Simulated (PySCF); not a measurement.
Molecule: `InChI=1S/C5H7F/c1-3-5(2)4-6/h1,4H2,2H3`.

Bonds (- single, = double, # triple, : aromatic): C1=C2 1.308 Å, C2=C3 1.314 Å, C3-C4 1.502 Å, C3-C5 1.503 Å, C5-F6 1.377 Å. C1 carries H7, H8; C4 carries H9, H10, H11; C5 carries H12, H13.

Spin–spin couplings on one PBE0-D3(BJ)/def2-SVP geometry, PySCF 2.14, gas phase, non-relativistic, equivalent pairs averaged (spin–dipole term only in couplings to heteroatoms); isotopes ¹³C, ¹⁹F, ¹H; functional B3LYP.

Problem. How do the couplings (Hz) change with the basis set? Times are CPU seconds on 1 thread of an Arm Neoverse V1, shared host. Far from the basis limit: 6-31G*, pcJ-0, def2-TZVP, cc-pVTZ.

Solution. 
```tsv
basis set	functions	¹J(C5,F6)	¹J(C1,H7)	¹J(C5,H12)	¹J(C4,H9)	¹J(C2,C3)	¹J(C1,C2)	¹J(C3,C5)	core-s
6-31G*	98	-200.8	179.6	162.3	146.1	119.1	112.1	59.6	9.3
pcJ-0	99	-339.8	159.3	133.0	117.9	87.5	84.9	37.8	8.8
def2-TZVP	228	-272.0	169.8	149.6	128.8	111.5	108.5	50.9	32
cc-pVTZ	278	-240.2	162.6	139.3	121.2	150.8	124.7	43.8	42
```

The Fermi-contact term samples the wavefunction at the nucleus, which is why sets with added tight s functions (names with J) are made for couplings.
